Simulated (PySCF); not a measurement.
**C4H6ClF (SMILES FC/C=C\CCl) at 3 levels**

We compute a comparison of 3 runs (HF/STO-3G, PBE/STO-3G, B3LYP/6-31G*) of C4H6ClF. The job is set up through a Python script.

The calculation is run with PySCF 2.14.0.

## 1. The structure to begin with

The species is C4H6ClF (12 atoms), meant as a singlet with charge 0. SMILES: `FC/C=C\CCl`. Geometry: relaxed at GFN2-xTB. This is one conformer, not always the lowest.

Bond lengths: F1–C2 1.372 Å, C2–C3 1.493 Å, C3–C4 1.326 Å, C4–C5 1.489 Å, C5–Cl6 1.802 Å, C2–H7 1.097 Å, C2–H8 1.097 Å, C3–H9 1.080 Å, C4–H10 1.079 Å, C5–H11 1.090 Å, C5–H12 1.088 Å. Some angles: F1–C2–C3 110.5°, C2–C3–C4 124.8°, C3–C4–C5 124.0°, C4–C5–Cl6 110.1°, F1–C2–H7 106.8°, F1–C2–H8 106.7°, C3–C2–H7 111.2°, C3–C2–H8 112.2°, C2–C3–H9 114.6°, C4–C3–H9 120.7°.

## 2. Energy and forces at HF/STO-3G (run 1)

File job.py:

```python
from pyscf import gto

mol = gto.M(
    atom='''
F        0.402890      -2.237780       1.644740
C       -0.041430      -1.361760       0.686680
C        0.544200      -0.005970       0.905010
C        0.449800       1.004630       0.051670
C       -0.260850       0.928470      -1.255000
Cl      -2.043470       0.921460      -0.991100
H       -1.136120      -1.338210       0.760990
H        0.243710      -1.785290      -0.284570
H        1.059030       0.114270       1.846780
H        0.870790       1.963990       0.311480
H       -0.038200       0.005890      -1.791670
H       -0.050350       1.790300      -1.885020
''',
    basis='sto-3g',
    spin=0,
    max_memory=1860,
    charge=0,
    verbose=4,
)

myscf = mol.RHF()
myscf.conv_tol = 1e-10
myscf.kernel()
if not myscf.converged:
    myscf = myscf.newton().run(myscf.mo_coeff, myscf.mo_occ)

e_tot = myscf.e_tot
print('E = %.10f Eh' % e_tot)
grad = myscf.nuc_grad_method().kernel()
dip = myscf.dip_moment()
pop, q = myscf.mulliken_pop()
```

Launch:

```sh
OMP_NUM_THREADS=1 python job.py
```

The program printed:

```text
PySCF version 2.14.0

[... 66 lines left out ...]
converged SCF energy = -705.683389953577
[... 12 lines left out ...]
Dipole moment(X, Y, Z, Debye):  1.99493,  0.55210, -0.79370
[... 53 lines left out ...]
charge of   11H =      0.10153
```

Wall time 2.9 s (1 thread of Intel Xeon at 2.70GHz, shared host); peak memory 0.12 GiB.

## 3. Energy and forces at PBE/STO-3G (run 2)

File run.py:

```python
from pyscf import gto, dft

mol = gto.M(
    atom='''
F      0.761352    -4.228791     3.108108
C     -0.078291    -2.573353     1.297637
C      1.028389    -0.011282     1.710221
C      0.849999     1.898476     0.097642
C     -0.492935     1.754554    -2.371606
Cl    -3.861599     1.741307    -1.872908
H     -2.146956    -2.528850     1.438063
H      0.460545    -3.373709    -0.537759
H      2.001277     0.215939     3.489908
H      1.645555     3.711403     0.588612
H     -0.072188     0.011130    -3.385766
H     -0.095148     3.383177    -3.562172
''',
    charge=0,
    basis='sto-3g',
    verbose=3,
    max_memory=1860,
    spin=0,
    unit='bohr',
)

calc0 = dft.RKS(mol, xc='pbe')
calc0.grids.level = 5
calc0.conv_tol = 1e-10
calc0.kernel()
if not calc0.converged:
    calc0 = calc0.newton().run(calc0.mo_coeff, calc0.mo_occ)

e_final = calc0.e_tot
print('E = %.10f Eh' % e_final)
grad = calc0.nuc_grad_method().kernel()
calc0.analyze()
```

Launch:

```sh
OMP_NUM_THREADS=1 python run.py
```

The program printed:

```text
converged SCF energy = -707.166161520421
E = -707.1661615204 Eh
--------------- RKS gradients ---------------
         x                y                z
0 F    -0.0187047816     0.0321409850    -0.0379052436
1 C     0.0039513667     0.0182404806    -0.0015798594
2 C    -0.0041940042    -0.0074667230    -0.0014094448
3 C    -0.0072244607    -0.0131721745     0.0030662354
4 C    -0.0093224578     0.0008351509     0.0043357503
5 Cl     0.0378285890    -0.0007428144    -0.0020419034
6 H     0.0262021394    -0.0084237368     0.0091366148
7 H     0.0002233247    -0.0006058951     0.0286940645
8 H    -0.0100311106    -0.0037548736    -0.0185617126
9 H    -0.0079293600    -0.0181930793    -0.0043111463
10 H    -0.0051915625     0.0132395593     0.0096279880
11 H    -0.0056042515    -0.0120904661     0.0109572747
----------------------------------------------
**** MO energy ****
MO #1   energy= -99.5663519244098  occ= 2
MO #2   energy= -23.9317651076786  occ= 2
MO #3   energy= -9.79359485395964  occ= 2
MO #4   energy= -9.78954583279405  occ= 2
MO #5   energy= -9.72635095071009  occ= 2
MO #6   energy= -9.72463673873353  occ= 2
MO #7   energy= -8.93247520547326  occ= 2
MO #8   energy= -6.7873233989743   occ= 2
MO #9   energy= -6.76781715608967  occ= 2
MO #10  energy= -6.76766172368123  occ= 2
MO #11  energy= -0.990742377862198 occ= 2
MO #12  energy= -0.745040923647312 occ= 2
MO #13  energy= -0.676580338681918 occ= 2
MO #14  energy= -0.59590740039105  occ= 2
MO #15  energy= -0.548402437397851 occ= 2
MO #16  energy= -0.466329731057928 occ= 2
MO #17  energy= -0.419931724102114 occ= 2
MO #18  energy= -0.383743569130923 occ= 2
MO #19  energy= -0.373392726683049 occ= 2
MO #20  energy= -0.340296654348437 occ= 2
MO #21  energy= -0.331299486081451 occ= 2
MO #22  energy= -0.29545789284173  occ= 2
MO #23  energy= -0.293036766605931 occ= 2
MO #24  energy= -0.19438858950337  occ= 2
MO #25  energy= -0.182410967110641 occ= 2
MO #26  energy= -0.174398099485124 occ= 2
MO #27  energy= -0.114988792380496 occ= 2
MO #28  energy= -0.11070859436046  occ= 2
MO #29  energy= 0.0371693348876917 occ= 0
MO #30  energy= 0.142870120261859  occ= 0
MO #31  energy= 0.25135429314687   occ= 0
MO #32  energy= 0.306537319611177  occ= 0
MO #33  energy= 0.342912561388928  occ= 0
MO #34  energy= 0.363554104047332  occ= 0
MO #35  energy= 0.388715560219295  occ= 0
MO #36  energy= 0.407865635605515  occ= 0
MO #37  energy= 0.421916146302621  occ= 0
MO #38  energy= 0.432808043746523  occ= 0
MO #39  energy= 0.572355392534429  occ= 0
MO #40  energy= 0.664381183131245  occ= 0
 ** Mulliken atomic charges  **
charge of    0F =     -0.06281
charge of    1C =     -0.00495
charge of    2C =     -0.05641
charge of    3C =     -0.06451
charge of    4C =     -0.05570
charge of    5Cl =     -0.12775
charge of    6H =      0.05599
charge of    7H =      0.04606
charge of    8H =      0.06356
charge of    9H =      0.05874
charge of   10H =      0.07354
charge of   11H =      0.07424
Dipole moment(X, Y, Z, Debye):  1.78883,  0.21049, -0.51969
```

Wall time 28 s (1 thread of Intel Xeon at 2.70GHz, shared host); peak memory 0.45 GiB.

## 4. Energy and gradient at B3LYP/6-31G(d) (spherical functions) (run 3)

File calc.py:

```python
from pyscf import gto, dft

mol = gto.M(
    atom='''
F      0.761352    -4.228791     3.108108
C     -0.078291    -2.573353     1.297637
C      1.028389    -0.011282     1.710221
C      0.849999     1.898476     0.097642
C     -0.492935     1.754554    -2.371606
Cl    -3.861599     1.741307    -1.872908
H     -2.146956    -2.528850     1.438063
H      0.460545    -3.373709    -0.537759
H      2.001277     0.215939     3.489908
H      1.645555     3.711403     0.588612
H     -0.072188     0.011130    -3.385766
H     -0.095148     3.383177    -3.562172
''',
    verbose=4,
    basis='6-31g*',
    max_memory=1860,
    unit='bohr',
)

mf = dft.RKS(mol)
mf.xc = 'b3lyp'
mf.grids.level = 5
mf.conv_tol = 1e-10
mf.kernel()
if not mf.converged:
    mf = mf.newton().run(mf.mo_coeff, mf.mo_occ)

etot = mf.e_tot
print('E = %.10f Eh' % etot)
grad = mf.nuc_grad_method().kernel()
mf.analyze()
```

Launch:

```sh
OMP_NUM_THREADS=1 python calc.py
```

The program printed:

```text
PySCF version 2.14.0

[... 98 lines left out ...]
Nuclear Repulsion Energy =             277.543762575427138
[... 14 lines left out ...]
MO #9   energy= -7.20242932951668  occ= 2
[... 12 lines left out ...]
MO #22  energy= -0.41635698765359  occ= 2
[... 12 lines left out ...]
MO #35  energy= 0.171990602819453  occ= 0
[... 12 lines left out ...]
MO #48  energy= 0.558529601723683  occ= 0
[... 12 lines left out ...]
MO #61  energy= 0.877347021062774  occ= 0
[... 12 lines left out ...]
MO #74  energy= 1.43461241004784   occ= 0
[... 12 lines left out ...]
MO #87  energy= 2.0937228011133    occ= 0
[... 12 lines left out ...]
MO #100 energy= 3.08685166159838   occ= 0
[... 115 lines left out ...]
Dipole moment(X, Y, Z, Debye):  1.51418,  0.91048, -1.02920
```

It took 76 s on 1 thread of Intel Xeon at 2.70GHz, shared host; peak memory 1 GiB.

## 5. The series

```
run                               level  integration grid  energy (Eh)  dipole moment (D)  HOMO energy (eV)  LUMO energy (eV)  wall time
  1                           HF/STO-3G                 –  -705.683390               2.22             -8.81              6.95      2.9 s
  2                          PBE/STO-3G                 5  -707.166162               1.87             -3.01              1.01       28 s
  3  B3LYP/6-31G* (spherical functions)                 5  -716.029128               2.04             -7.25             -0.67       76 s
```

## 6. What came out

| quantity | value |
| --- | --- |
| run 3: total energy | -716.02913 Eh |
| run 3: dipole moment | 2.04 D |
| run 3: HOMO energy | -7.25 eV |
| run 3: LUMO energy | -0.67 eV |
| run 3: HOMO–LUMO gap | 6.58 eV |
| run 3: largest force on an atom | 0.837 eV/Å |

The dipole moment (its size) runs from 1.87 D (PBE/STO-3G) to 2.22 D (HF/STO-3G). The HOMO–LUMO gap runs from 4.02 eV (PBE/STO-3G) to 15.76 eV (HF/STO-3G). Exact exchange widens orbital gaps. Totals of different functionals can't be ranked against each other. In runs 1, 2 the basis is minimal, so the values are rough. All runs together took 1.8 min, the longest 76 s.
